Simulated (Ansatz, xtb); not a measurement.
## Isomers of C2H6B in order of energy

5 gas-phase structures of C2H6B, found in a search over its isomers (lower ones may exist). Each was relaxed with GFN2-xTB:

A. `[CH2]BC`, a doublet
B. `B[CH]C`, a doublet
C. a doublet given by its coordinates
D. `C[B]C`, a doublet
E. `[BH]CC`, a doublet

C (Å):

```xyz
9

C    -0.9944   -0.6672   -0.5561
C    -1.4244   -1.6391   -1.5151
B    -1.4149   -2.1789    0.0943
H    -0.5333   -2.8827    0.4125
H    -2.4515   -2.2531    0.6358
H     0.0553   -0.4340   -0.4722
H    -1.6640    0.1292   -0.2725
H    -2.4118   -1.5622   -1.9412
H    -0.6925   -2.1243   -2.1413
```

Close contacts (Å): C1–C2 1.43, C1–B3 1.70, C2–B3 1.70, C1–H6 1.08, C1–H7 1.08, C2–H8 1.08, C2–H9 1.08, B3–H4 1.17, B3–H5 1.17.

Task: Estimate their order in r2SCAN-D4/def2-SVP energy at these geometries, lowest first.

Result: Calculated order at r2SCAN-D4/def2-SVP: A (0.0), D (4.4), B (6.4), C (11.3), E (21.9) kcal/mol.

Energies above the lowest of each column, in kcal/mol; the last columns are at PBE0-D3(BJ)/def2-SVP geometries and were run for some of them only (a dash: not run or not comparable):

```json
{"structure": "A", "GFN2-xTB": "9.7", "HF/STO-3G": "0.0", "r2SCAN-D4/def2-SVP": "0.0", "PBE0-D3(BJ)/def2-SVP": "0.0", "CCSD(T)/def2-SVP + ΔMP2/def2-TZVPP": "0.0"}
{"structure": "D", "GFN2-xTB": "23.7", "HF/STO-3G": "14.8", "r2SCAN-D4/def2-SVP": "4.4", "PBE0-D3(BJ)/def2-SVP": "5.4", "CCSD(T)/def2-SVP + ΔMP2/def2-TZVPP": "7.6"}
{"structure": "B", "GFN2-xTB": "1.0", "HF/STO-3G": "5.5", "r2SCAN-D4/def2-SVP": "6.4", "PBE0-D3(BJ)/def2-SVP": "6.4", "CCSD(T)/def2-SVP + ΔMP2/def2-TZVPP": "7.1"}
{"structure": "C", "GFN2-xTB": "0.0", "HF/STO-3G": "31.4", "r2SCAN-D4/def2-SVP": "11.3", "PBE0-D3(BJ)/def2-SVP": "9.9", "CCSD(T)/def2-SVP + ΔMP2/def2-TZVPP": "–"}
{"structure": "E", "GFN2-xTB": "25.2", "HF/STO-3G": "27.5", "r2SCAN-D4/def2-SVP": "21.9", "PBE0-D3(BJ)/def2-SVP": "–", "CCSD(T)/def2-SVP + ΔMP2/def2-TZVPP": "–"}
```

CCSD(T)/def2-SVP + ΔMP2/def2-TZVPP puts A lowest of those it was run on; GFN2-xTB picks C. CCSD(T)/def2-SVP + ΔMP2/def2-TZVPP orders those it was run on as A (0.0), B (7.1), D (7.6) kcal/mol. Less than 1 kcal/mol parts B and D, so the order within that pair means little. Flexible structures stand in one conformer each, not always the lowest. Frequencies (PBE0-D3(BJ)/def2-SVP) were run for A, B, D alone. Open shells are spin-unrestricted. ΔMP2 is the change of the MP2 energy from the smaller to the larger basis.

Over these structures GFN2-xTB departs from r2SCAN-D4/def2-SVP by 9.2 kcal/mol on average once a common shift is removed. A GFN2-xTB relaxation took about 0.062 s and the r2SCAN-D4/def2-SVP energy about 2.1 s on a shared host (Ansatz 0.2.0, xtb 6.7.1).
